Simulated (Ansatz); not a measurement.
How far each method lies from full CI for PH⁻, quartet

Geometry: a point of a stretch scan, not a stationary point.

```xyz
2

P     0.0000    0.0000    0.0000
H     0.0000    0.0000    1.2200
```

Basis 6-31++G** (Cartesian d functions); Ansatz 0.2.0. Correlated methods freeze the noble-gas cores, which leaves 7 electrons in 24 orbitals. R marks a restricted (for open shells ROHF) determinant, U an unrestricted one. Active spaces: valence = (7e, 5o) chosen from the atoms' valence shells. This anion state lies near or above the neutral species, so the extra electron is weakly bound or unbound and the energies hang on the diffuse functions.

Full CI is exact within this basis and frozen core; it isn't the basis-set limit. The frozen core follows each run's orbitals, which can shift R against U totals by a few meV.

For open shells CISD is restricted-active-space CI with the open shells as a complete middle space.

* UHF ⟨S²⟩: 3.770
* T1 diagnostic (RCCSD): 0.0384
* largest doubles amplitude (RCCSD): 0.052
* T1 diagnostic (UCCSD): 0.0365

```tsv
level	E − E(full CI) (kcal/mol)	share of correlation (%)	wall time
RHF	69.06	0.00	–
UHF	65.28	5.46	–
RMP2	14.35	79.22	–
UMP2	14.81	78.55	–
CISD	3.66	94.70	0.96 s
RCCSD	1.81	97.38	–
UCCSD	1.73	97.49	–
RCCSD(T)	0.39	99.43	1.3 s
UCCSD(T)	0.38	99.45	1.4 s
BCCD(T)	0.37	99.46	1.1 s
RCCSDT	0.05	99.93	–
UCCSDT	0.04	99.94	–
RCCSDT(Q)	0.00	99.99	3.2 s
UCCSDT(Q)	0.00	100.00	3.2 s
CASSCF (valence space)	69.06	0.00	–
NEVPT2 (valence space)	19.53	71.72	0.51 s
MRCISD (valence space)	4.06	94.12	–
MRCISD+Q (valence space)	0.07	99.91	0.69 s
```

The correlation energy at full CI, counted from RHF, is -2.995 eV. That run took 38 s on 1 thread of Arm Neoverse V2, shared host over 2,943,076 determinants.

Times hold each run's SCF and search for its determinant on a shared host, so for small cases they say little of a method's own cost; they ran on 1 thread of Arm Neoverse V2.

The full-CI state has the irrep A2 of C2v, in the program's axes (one component, if the state is degenerate).

Natural occupations of full CI about the gap: 1.966 1.944 0.993 0.993 0.989 0.030 0.014 0.011 0.011 0.008; effectively unpaired electrons, Σ n²(2−n)², 3.02.
